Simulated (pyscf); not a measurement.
# Addition across a multiple bond or ene-type step: `[S]=[Mo](=[S])([Cl])[Cl]` + `[NH3]` → `[NH2][Mo](=[S])([SH])([Cl])[Cl]`

Gas phase, singlet surface, charge 0. Bonds broken: N6–H7. Bonds formed: S1–H7, Mo2–N6. Structures and frequencies: ωB97X-D3(BJ)/def2-SVP in PySCF.

Transition state (Å):

```xyz
9

S      1.0312    -0.5042     0.6680
Mo    -1.1094    -0.4351    -0.0249
S     -1.3874    -2.1963    -1.0323
Cl    -2.8807     0.8692    -0.7480
Cl    -2.0626    -0.7053     2.0112
N     -0.1240     1.0706    -1.1190
H      0.8142     0.8229     0.0258
H      0.5182     0.7267    -1.8338
H     -0.7310     1.7861    -1.5191
```

One imaginary mode, 1283i cm⁻¹; descent along it reached the two sides named, in the forms told below.

```json
[
 {"bond": "N6–H7", "change": "breaks", "reactant side (Å)": "1.021", "saddle": "1.501", "product side": "2.9"},
 {"bond": "S1–H7", "change": "forms", "reactant side (Å)": "3.2", "saddle": "1.490", "product side": "1.351"},
 {"bond": "Mo2–N6", "change": "forms", "reactant side (Å)": "2.272", "saddle": "2.106", "product side": "1.934"}
]
```

Electronic energies relative to the separated reactants (kJ/mol):

```
level                   barrier  reaction energy  reverse barrier
----------------------  -------  ---------------  ---------------
ωB97X-D3(BJ)/def2-TZVP    128.4            +25.4            103.0
PBE/def2-TZVP             116.6            +41.7             74.9
r²SCAN/def2-TZVP          118.9            +35.9             83.0
B3LYP-D3(BJ)/def2-TZVP    131.5            +38.2             93.3
PBE0-D3(BJ)/def2-TZVP     120.8            +33.6             87.2
M06-2X/def2-TZVP          147.7            +50.8             96.9
ωB97M-D3(BJ)/def2-TZVP    140.1            +39.8            100.3
HF/def2-TZVP              228.7            +87.4            141.2
```

With ωB97M-D3(BJ)/def2-TZVP energies and thermal terms (ideal gas, 1 atm, RRHO with modes under 100 cm⁻¹ raised to 100, one conformer, R ln 2 for chiral ones without a mode under 150 cm⁻¹), in kJ/mol:

```tsv
T (K)	ΔH‡	ΔG‡	ΔH	ΔG
298	129.8	176.9	+37.6	+82.2
600	131.7	224.1	+42.1	+125.8
900	135.5	269.5	+47.9	+166.4
1200	139.5	313.5	+53.7	+205.1
```

On the reactant side the descent ends in an adduct with a Mo–N contact, 77.3 kJ/mol under the separated species and 205.7 kJ/mol under the saddle at ωB97X-D3(BJ)/def2-TZVP. On the product side the descent ends in a point that may be a rotor saddle (no frequency run), 19.1 kJ/mol over the lowest minimum found and 83.9 kJ/mol under the saddle at ωB97X-D3(BJ)/def2-TZVP. What is counted as formed (Mo–N) is already present as a longer contact in the reactant adduct; forming that adduct is a step of its own. The same reactants have a lower exit, to H₂N–Mo(=S)(=S)–Cl + HCl (barrier +82.1 kJ/mol at ωB97M-D3(BJ)/def2-TZVP, against +140.1 kJ/mol here). This is the saddle that the search found; another between the same sides may lie lower. Elements past Kr carry the def2 core potentials, without spin-orbit coupling.
